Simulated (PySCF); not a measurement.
# Relaxation of singlet [AlH4]-

These are results of PBE0/[Al def2-TZVPD, H def2-TZVPD], no relativity, density fitting, PySCF, not measurements. A (50,194) grid was used.

A start displaced from a saddle point along its imaginary mode, of D2d symmetry, held to at least that symmetry:

```xyz
5
charge -1 multiplicity 1, angstrom
Al    0.0000    0.0000    0.0000
H     1.7000    0.0000   -0.1200
H     0.0000    1.7000    0.1200
H    -1.7000    0.0000   -0.1200
H     0.0000   -1.7000    0.1200
```

Task: What forces act on the atoms at the start (eV/Å)?

Result: 
```tsv
atom	Fx	Fy	Fz
Al1	0.00	0.00	0.00
H2	-0.12	0.00	-0.48
H3	0.00	-0.12	0.48
H4	0.12	0.00	-0.48
H5	0.00	0.12	0.48
```

Task: What does it relax to?

Result: It ends at Td with Al–H 1.646 Å (×4); H–Al–H 109.5° (×6). No frequency check is given, so it may be a saddle point. Other isomers or separated fragments may lie lower.

Task: How much energy is released, and in how many steps?

Result: 203.2 kJ/mol in 7 steps.

The relaxation took about 13 core-seconds on a shared host.
